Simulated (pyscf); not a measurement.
Structures and frequencies: ωB97X-D3(BJ)/def2-SVP in PySCF.

Question: How much does it cost (ΔH, 298 K, ωB97M-D3(BJ)/def2-TZVP) to split `[CH3][Bi]([OH])[OH]` at its Bi–C bond into CH₃• + HO–Bi•–OH?

Answer: Bi–C to CH₃• + HO–Bi•–OH: 53.2 kcal/mol. The 7 functionals that were run give +49.6 (r²SCAN) to +58.0 kcal/mol (ωB97X-D3(BJ)/def2-TZVP). Other isomers of HO–Bi•–OH were not searched in full and may lie lower. Elements past Kr carry the def2 core potentials, without spin-orbit coupling.
